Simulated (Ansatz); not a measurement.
`CC(F)CCl` + H₂S → `CC(F)S` + `CCl`  (substitution at a C–C bond)

Calculated with Ansatz (gas phase, PBE0-D4/def2-TZVP geometries, no zero-point term in ΔE). CCSD(T)/CBS adds triple-zeta CCSD(T) − MP2 to the extrapolated MP2 energy (def2 sets, frozen cores). This one scheme is used for every species. DFT in def2-TZVPP. B3LYP here is the variant with VWN-RPA as its local correlation; programs differ in this. Each species was taken in one conformer, which may not be the lowest.

```csv
level,ΔE (kJ/mol)
B2PLYP,17.2
B3LYP,14.1
HF/def2-TZVPP,22.6
MP2/CBS(def2),19.6
```

Task: What does CCSD(T)/CBS give? (An estimate is asked.)

Result: The calculation gave: +21.2 kJ/mol. The listed levels differ from it by -4.0, -7.1, 1.4, -1.6 kJ/mol.

Largest T1 diagnostic among the species: 0.011.

From PBE to PBE0 (25 % exact exchange), in def2-TZVPP and without D4, ΔE moves by +4.3 kJ/mol.
